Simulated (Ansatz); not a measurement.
Total energies of Si(OH)2H2 (SiO₂H₄) from Ansatz at PBE-D4/def2-TZVPD, gas phase (1 Eh = 27.2114 eV = 2625.5 kJ/mol). The reference geometry is relaxed at PBE-D4/def2-TZVP.

```xyz
7

Si    0.335   -0.223   -0.158
O    -0.127    1.217   -0.844
H    -1.030    1.264   -1.190
O     0.213   -0.256    1.494
H    -0.677   -0.311    1.873
H     1.787   -0.377   -0.421
H    -0.502   -1.315   -0.754
```

```json
{"state": "charge 0 singlet", "geometry": "reference", "energy (Eh)": "-442.20535"}
{"state": "charge -1 doublet", "geometry": "reference", "energy (Eh)": "-442.18384"}
{"state": "charge -1 doublet", "geometry": "relaxed at PBE-D4/def2-TZVPD", "energy (Eh)": "-442.18708"}
{"state": "free Si atom (triplet)", "geometry": "–", "energy (Eh)": "-289.22297"}
{"state": "free O atom (triplet)", "geometry": "–", "energy (Eh)": "-75.01069"}
{"state": "free H atom (doublet)", "geometry": "–", "energy (Eh)": "-0.49962"}
```

Q: Work out the vertical electron affinity, to the doublet.

A: E(charge 0 singlet) − E(charge -1 doublet) = -442.20535 − (-442.18384) = -0.02151 Eh = -0.59 eV; negative, so the extra electron isn't bound.

Q: How much does the charge -1 doublet relax, and what is the adiabatic electron affinity?

A: Relaxation: -442.18384 − (-442.18708) = 0.00324 Eh = 0.09 eV. Adiabatic electron affinity: -0.01827 Eh = -0.50 eV, without zero-point energy. 

Q: What is the binding energy per atom against free atoms?

A: Atoms: 1 × (-289.22297) + 2 × (-75.01069) + 4 × (-0.49962) = -441.24283 Eh. Binding: -441.24283 − (-442.20535) = 0.96252 Eh = 26.19 eV, or 3.74 eV for each of 7 atoms (no zero-point energy, no counterpoise term).

At PBE-D4/def2-TZVPD the highest occupied level of the charge -1 doublet lies above zero (up to 2.24 eV). By energy differences it is unbound by 0.59 eV (vertical, against the charge 0 singlet, at PBE-D4/def2-TZVPD) and held by the finite basis. At PBE-D4/def2-TZVPD the highest occupied level of the relaxed charge -1 doublet lies above zero (up to 2.21 eV). By energy differences it is unbound by 0.50 eV (each at its own geometry, against the charge 0 singlet, at PBE-D4/def2-TZVPD) and held by the finite basis.
